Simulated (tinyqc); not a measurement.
Inside a calculation. Method: RHF in the sto-3g basis, for H2O, spin multiplicity 1. One step of it, computed by the program tinyqc.

Question. Iteration 1: building the Fock matrix. J_ij = sum D_kl (ij|kl), K_ij = sum D_kl (ik|jl); F = H + J - 0.5 K; E = tr D H + tr D J / 2 - 0.25 tr D K + E_nn.

D at the start, lower triangle:
```
,1O 1s,1O 2s,1O 2px,1O 2py,1O 2pz,2H 1s,3H 1s
1O 1s,0.014792
1O 2s,-0.082472,0.533329
1O 2px,0.000000,0.000000,2.000000
1O 2py,0.000000,0.000000,0.000000,2.390282
1O 2pz,0.124722,-0.446829,0.000000,0.000000,1.892282
2H 1s,0.064111,-0.616404,0.000000,-0.733729,-0.335170,2.569603
3H 1s,0.064111,-0.616404,0.000000,0.733729,-0.335170,-0.189216,2.569603
```

core Hamiltonian H = T + V (hartree), lower triangle:
```
,1O 1s,1O 2s,1O 2px,1O 2py,1O 2pz,2H 1s,3H 1s
1O 1s,-32.530125
1O 2s,-7.567644,-9.155471
1O 2px,0.000000,0.000000,-7.308972
1O 2py,0.000000,0.000000,0.000000,-7.419092
1O 2pz,-0.011723,-0.144579,0.000000,0.000000,-7.357106
2H 1s,-1.082261,-2.615019,0.000000,-1.630992,-1.111696,-4.339513
3H 1s,-1.082261,-2.615019,0.000000,1.630992,-1.111696,-0.782680,-4.339513
```

Two-electron integrals (ij|kl) in chemists' order, unique and non-zero (hartree):
```
i,j,k,l,(ij|kl)
1,1,1,1,4.785065
2,1,1,1,0.741380
2,1,2,1,0.136873
2,2,1,1,1.118947
2,2,2,1,0.256633
2,2,2,2,0.817206
3,1,3,1,0.024477
3,2,3,1,0.037809
3,2,3,2,0.180518
3,3,1,1,1.115814
3,3,2,1,0.256684
3,3,2,2,0.817023
3,3,3,3,0.880159
4,1,4,1,0.024477
4,2,4,1,0.037809
4,2,4,2,0.180518
4,3,4,3,0.047444
4,4,1,1,1.115814
4,4,2,1,0.256684
4,4,2,2,0.817023
4,4,3,3,0.785270
4,4,4,4,0.880159
5,1,5,1,0.024477
5,2,5,1,0.037809
5,2,5,2,0.180518
5,3,5,3,0.047444
5,4,5,4,0.047444
5,5,1,1,1.115814
5,5,2,1,0.256684
5,5,2,2,0.817023
5,5,3,3,0.785270
5,5,4,4,0.785270
5,5,5,5,0.880159
6,1,1,1,0.106322
6,1,2,1,0.019482
6,1,2,2,0.036359
6,1,3,3,0.036288
6,1,4,1,0.000739
6,1,4,2,0.001395
6,1,4,4,0.036440
6,1,5,1,0.000489
6,1,5,2,0.000922
6,1,5,4,0.000101
6,1,5,5,0.036354
6,1,6,1,0.002808
6,2,1,1,0.282301
6,2,2,1,0.065663
6,2,2,2,0.234431
6,2,3,3,0.230278
6,2,4,1,0.004113
6,2,4,2,0.032631
6,2,4,4,0.238785
6,2,5,1,0.002719
6,2,5,2,0.021574
6,2,5,4,0.005625
6,2,5,5,0.233996
6,2,6,1,0.009547
6,2,6,2,0.086256
6,3,3,1,0.006576
6,3,3,2,0.039342
6,3,4,3,0.006616
6,3,5,3,0.004374
6,3,6,3,0.011729
6,4,1,1,0.178000
6,4,2,1,0.041908
6,4,2,2,0.159746
6,4,3,3,0.152657
6,4,4,1,0.008860
6,4,4,2,0.060167
6,4,4,4,0.171353
6,4,5,1,0.001510
6,4,5,2,0.013768
6,4,5,4,0.007986
6,4,5,5,0.155045
6,4,6,1,0.006336
6,4,6,2,0.071462
6,4,6,4,0.070265
6,5,1,1,0.117683
6,5,2,1,0.027707
6,5,2,2,0.105615
6,5,3,3,0.100928
6,5,4,1,0.001510
6,5,4,2,0.013768
6,5,4,4,0.104539
6,5,5,1,0.007574
6,5,5,2,0.048445
6,5,5,4,0.009004
6,5,5,5,0.111255
6,5,6,1,0.004189
6,5,6,2,0.047247
6,5,6,4,0.038701
6,5,6,5,0.037315
6,6,1,1,0.449578
6,6,2,1,0.106241
6,6,2,2,0.436903
6,6,3,3,0.420098
6,6,4,1,0.007948
6,6,4,2,0.088851
6,6,4,4,0.454806
6,6,5,1,0.005255
6,6,5,2,0.058743
6,6,5,4,0.022947
6,6,5,5,0.435269
6,6,6,1,0.015546
6,6,6,2,0.210713
6,6,6,4,0.199259
6,6,6,5,0.131738
6,6,6,6,0.774606
7,1,1,1,0.106322
7,1,2,1,0.019482
7,1,2,2,0.036359
7,1,3,3,0.036288
7,1,4,1,-0.000739
7,1,4,2,-0.001395
7,1,4,4,0.036440
7,1,5,1,0.000489
7,1,5,2,0.000922
7,1,5,4,-0.000101
7,1,5,5,0.036354
7,1,6,1,0.002761
7,1,6,2,0.009213
7,1,6,4,0.005641
7,1,6,5,0.004048
7,1,6,6,0.014878
7,1,7,1,0.002808
7,2,1,1,0.282301
7,2,2,1,0.065663
7,2,2,2,0.234431
7,2,3,3,0.230278
7,2,4,1,-0.004113
7,2,4,2,-0.032631
7,2,4,4,0.238785
7,2,5,1,0.002719
7,2,5,2,0.021574
7,2,5,4,-0.005625
7,2,5,5,0.233996
7,2,6,1,0.009213
7,2,6,2,0.066723
7,2,6,4,0.038758
7,2,6,5,0.035414
7,2,6,6,0.129254
7,2,7,1,0.009547
7,2,7,2,0.086256
7,3,3,1,0.006576
7,3,3,2,0.039342
7,3,4,3,-0.006616
7,3,5,3,0.004374
7,3,6,3,0.008675
7,3,7,3,0.011729
7,4,1,1,-0.178000
7,4,2,1,-0.041908
7,4,2,2,-0.159746
7,4,3,3,-0.152657
7,4,4,1,0.008860
7,4,4,2,0.060167
7,4,4,4,-0.171353
7,4,5,1,-0.001510
7,4,5,2,-0.013768
7,4,5,4,0.007986
7,4,5,5,-0.155045
7,4,6,1,-0.005641
7,4,6,2,-0.038758
7,4,6,4,-0.014384
7,4,6,5,-0.020198
7,4,6,6,-0.069596
7,4,7,1,-0.006336
7,4,7,2,-0.071462
7,4,7,4,0.070265
7,5,1,1,0.117683
7,5,2,1,0.027707
7,5,2,2,0.105615
7,5,3,3,0.100928
7,5,4,1,-0.001510
7,5,4,2,-0.013768
7,5,4,4,0.104539
7,5,5,1,0.007574
7,5,5,2,0.048445
7,5,5,4,-0.009004
7,5,5,5,0.111255
7,5,6,1,0.004048
7,5,6,2,0.035414
7,5,6,4,0.020198
7,5,6,5,0.027194
7,5,6,6,0.074425
7,5,7,1,0.004189
7,5,7,2,0.047247
7,5,7,4,-0.038701
7,5,7,5,0.037315
7,6,1,1,0.077705
7,6,2,1,0.018234
7,6,2,2,0.070517
7,6,3,3,0.068977
7,6,4,4,0.070561
7,6,5,1,0.001194
7,6,5,2,0.011267
7,6,5,5,0.071935
7,6,6,1,0.002617
7,6,6,2,0.025265
7,6,6,4,0.018312
7,6,6,5,0.015597
7,6,6,6,0.063734
7,6,7,1,0.002617
7,6,7,2,0.025265
7,6,7,4,-0.018312
7,6,7,5,0.015597
7,6,7,6,0.009309
7,7,1,1,0.449578
7,7,2,1,0.106241
7,7,2,2,0.436903
7,7,3,3,0.420098
7,7,4,1,-0.007948
7,7,4,2,-0.088851
7,7,4,4,0.454806
7,7,5,1,0.005255
7,7,5,2,0.058743
7,7,5,4,-0.022947
7,7,5,5,0.435269
7,7,6,1,0.014878
7,7,6,2,0.129254
7,7,6,4,0.069596
7,7,6,5,0.074425
7,7,6,6,0.272986
7,7,7,1,0.015546
7,7,7,2,0.210713
7,7,7,4,-0.199259
7,7,7,5,0.131738
7,7,7,6,0.063734
7,7,7,7,0.774606
```

nuclear repulsion = 7.59314564 hartree

Give: Coulomb J; exchange K; Fock matrix F; total energy of this density.

Answer.

Coulomb J (hartree), lower triangle:
```
,1O 1s,1O 2s,1O 2px,1O 2py,1O 2pz,2H 1s,3H 1s
1O 1s,8.4875
1O 2s,1.9599,6.5826
1O 2px,0.0000,0.0000,6.5242
1O 2py,0.0000,0.0000,0.0000,6.6584
1O 2pz,-0.0223,-0.0126,0.0000,0.0000,6.5609
2H 1s,0.2772,2.0346,0.0000,1.4631,0.9677,4.6417
3H 1s,0.2772,2.0346,0.0000,-1.4631,0.9677,0.6565,4.6417
```

exchange K (hartree), lower triangle:
```
,1O 1s,1O 2s,1O 2px,1O 2py,1O 2pz,2H 1s,3H 1s
1O 1s,0.1651
1O 2s,0.2298,1.2618
1O 2px,0.0000,0.0000,1.9903
1O 2py,0.0000,0.0000,0.0000,2.0858
1O 2pz,-0.0213,-0.5503,0.0000,0.0000,1.8526
2H 1s,0.0395,0.4167,0.0000,0.4907,0.1752,1.6027
3H 1s,0.0395,0.4167,0.0000,-0.4907,0.1752,0.1387,1.6027
```

Fock matrix F (hartree), lower triangle:
```
,1O 1s,1O 2s,1O 2px,1O 2py,1O 2pz,2H 1s,3H 1s
1O 1s,-24.1251
1O 2s,-5.7226,-3.2038
1O 2px,0.0000,0.0000,-1.7799
1O 2py,0.0000,0.0000,0.0000,-1.8036
1O 2pz,-0.0234,0.1180,0.0000,0.0000,-1.7225
2H 1s,-0.8248,-0.7888,0.0000,-0.4132,-0.2316,-0.4991
3H 1s,-0.8248,-0.7888,0.0000,0.4132,-0.2316,-0.1956,-0.4991
```

total energy of this density = -28.116132 hartree
